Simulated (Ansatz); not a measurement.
Anatase TiO₂ (metastable phase), treated with rVV10 in Ansatz (plane waves, PAW).

Run with plane-wave cutoff 500 eV, 12×12×12 k mesh, gaussian smearing 0.02 eV, no spin polarisation, scalar-relativistic PAW data made under PBE.

Cell (relaxed at this level):

Space group I4₁/amd, origin choice 1 (No. 141); a = 3.814 Å, b = 3.814 Å, c = 9.689 Å, α = 90.00°, β = 90.00°, γ = 90.00°

```json
[
 {"atom": "Ti", "site": "4a", "symmetry": "-4m2", "x": "0.0000", "y": "0.0000", "z": "0.0000"},
 {"atom": "O", "site": "8e", "symmetry": "2mm.", "x": "0.0000", "y": "0.0000", "z": "0.2076"}
]
```
(The calculation used a cell of 6 atoms; values per cell refer to that cell.)

### Question
Estimate the band gap that the calculation returns.

### Answer

- band gap: 2.05 eV (on the SCF k mesh)

Measured, for comparison: band gap 3.42 eV (low temperature, zero-point motion not removed, gap of extended states, from the Urbach tail; as tabulated in Kang and Hybertsen (2010), arXiv:1006.4085). Computed (rounded) less measured: band gap -1.37 eV.

The computed numbers hold no vibrational or temperature effects.

Cost on a shared machine: very roughly 70 core-seconds.

Ansatz is a first-principles code.
